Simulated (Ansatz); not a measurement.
**C7H16: up Jacob's ladder to CCSD(T)**

The task here is to estimate one member of a computed series from the others.

Computed with Ansatz 0.2.0, Gaussian basis. Level: functionals in def2-TZVPP, the program's frozen cores in correlated methods.

The runs, in order: PBE-D4, r2SCAN-D4, PBE0-D4, B3LYP-D4, ωB97X-V, ωB97M-V, B2PLYP; CCSD(T)/def2-TZVPP; MP2/def2-QZVPP; extrapolation to the limit.

1 further run of the same task is left out (it didn't finish).

### The relaxed structure

The geometry comes from an earlier relaxation with PBE0-D4 in a triple-zeta def2 set; it is a stationary point, not always the lowest conformer.

SMILES `CCCCC(C)C`, 23 atoms, charge 0, spin multiplicity 1.

Atoms are counted from 1 here; the program's logs count them from 0.

Bond lengths: C1–C2 1.520 Å, C1–H8 1.094 Å, C1–H9 1.093 Å, C1–H10 1.092 Å, C2–C3 1.525 Å, C2–H11 1.096 Å, C2–H12 1.095 Å, C3–C4 1.525 Å, C3–H13 1.095 Å, C3–H14 1.096 Å, C4–C5 1.527 Å, C4–H15 1.097 Å, C4–H16 1.096 Å, C5–C6 1.522 Å, C5–C7 1.522 Å, C5–H17 1.098 Å, C6–H18 1.092 Å, C6–H19 1.095 Å and more. Angles: C2–C1–H8 111.1°, C2–C1–H9 111.8°, C2–C1–H10 111.2°, H8–C1–H9 107.5°, H8–C1–H10 107.7°, H9–C1–H10 107.4°, C1–C2–C3 113.9°, C1–C2–H11 109.4°, C1–C2–H12 109.2°, C3–C2–H11 109.8°, C3–C2–H12 108.4°, H11–C2–H12 105.7°, C2–C3–C4 115.2°, C2–C3–H13 108.9°, C2–C3–H14 108.7°, C4–C3–H13 109.6°, C4–C3–H14 108.3°, H13–C3–H14 105.7° and more.

Coordinates:

```xyz
23

C     1.2131   -1.9505   -1.3708
C     0.2957   -0.8236   -1.8161
C    -0.9667   -0.6841   -0.9726
C    -0.7294   -0.4215    0.5105
C     0.1086    0.8110    0.8433
C    -0.5097    2.0902    0.2983
C     0.3145    0.9132    2.3475
H     0.6822   -2.9071   -1.3561
H     1.6082   -1.7793   -0.3665
H     2.0670   -2.0553   -2.0440
H     0.8504    0.1211   -1.8126
H    -0.0002   -0.9897   -2.8572
H    -1.5875    0.1143   -1.3920
H    -1.5582   -1.6022   -1.0690
H    -1.7021   -0.3224    1.0089
H    -0.2529   -1.2978    0.9641
H     1.0965    0.6890    0.3806
H    -0.5942    2.0753   -0.7905
H    -1.5144    2.2379    0.7083
H     0.0905    2.9621    0.5708
H    -0.6437    1.0437    2.8610
H     0.7841    0.0105    2.7473
H     0.9481    1.7653    2.6069
```

Set-up of the first run:

Input file in.yaml:

```yaml
crystal:
  periodic: [false, false, false]
  atoms:
    - {symbol: C, position_ang: [1.213111, -1.950516, -1.370827]}
    - {symbol: C, position_ang: [0.295673, -0.823641, -1.816109]}
    - {symbol: C, position_ang: [-0.966717, -0.684102, -0.972607]}
    - {symbol: C, position_ang: [-0.729415, -0.421500, 0.510538]}
    - {symbol: C, position_ang: [0.108627, 0.811009, 0.843252]}
    - {symbol: C, position_ang: [-0.509712, 2.090221, 0.298288]}
    - {symbol: C, position_ang: [0.314460, 0.913197, 2.347463]}
    - {symbol: H, position_ang: [0.682232, -2.907109, -1.356145]}
    - {symbol: H, position_ang: [1.608247, -1.779275, -0.366490]}
    - {symbol: H, position_ang: [2.067042, -2.055279, -2.044007]}
    - {symbol: H, position_ang: [0.850442, 0.121061, -1.812623]}
    - {symbol: H, position_ang: [-0.000196, -0.989740, -2.857209]}
    - {symbol: H, position_ang: [-1.587538, 0.114301, -1.392010]}
    - {symbol: H, position_ang: [-1.558181, -1.602226, -1.068991]}
    - {symbol: H, position_ang: [-1.702123, -0.322403, 1.008895]}
    - {symbol: H, position_ang: [-0.252909, -1.297845, 0.964099]}
    - {symbol: H, position_ang: [1.096492, 0.689044, 0.380566]}
    - {symbol: H, position_ang: [-0.594159, 2.075267, -0.790474]}
    - {symbol: H, position_ang: [-1.514424, 2.237898, 0.708298]}
    - {symbol: H, position_ang: [0.090485, 2.962115, 0.570847]}
    - {symbol: H, position_ang: [-0.643708, 1.043712, 2.860972]}
    - {symbol: H, position_ang: [0.784132, 0.010532, 2.747349]}
    - {symbol: H, position_ang: [0.948120, 1.765282, 2.606915]}
basis:
  gaussian: {orbitals: def2-TZVPP}
hamiltonian: {xc: pbe, dispersion: d4}
output: {forces: true, orbitals: {seedname: orbitals}}
```

Steps of the session up to this table: PBE-D4 (GGA); r2SCAN-D4 (meta-GGA); PBE0-D4 (hybrid); B3LYP-D4 (hybrid); ωB97X-V (range-separated); ωB97M-V (range-separated); B2PLYP (double hybrid); CCSD(T) in def2-TZVPP; MP2 in def2-QZVPP.

One of the session's tables, all rows but one given; the rest of the session is left out.

| method | atomisation energy (eV) |
| --- | --- |
| PBE-D4 | 96.220 |
| r2SCAN-D4 | 94.903 |
| PBE0-D4 | 95.387 |
| B3LYP-D4 | 94.821 |
| ωB97X-V | 94.854 |
| ωB97M-V | 94.979 |
| B2PLYP | 93.842 |
| HF/def2-TZVPP | 72.264 |
| MP2/def2-TZVPP | ? |
| CCSD/def2-TZVPP | 91.868 |
| CCSD(T)/def2-TZVPP | 92.891 |
| MP2/CBS | 95.423 |
| CCSD(T)/CBS | 94.746 |

Q: Estimate the row for MP2/def2-TZVPP from the others.

The run gave: atomisation energy (eV): 93.568. In the column «atomisation energy (eV)» it lies between CCSD(T)/def2-TZVPP (92.891) and B2PLYP (93.842).

To keep in mind: Free atoms (7 C, 16 H) were run apart at each level; the atomisation energy is their sum less the molecule, without zero-point or spin-orbit terms.
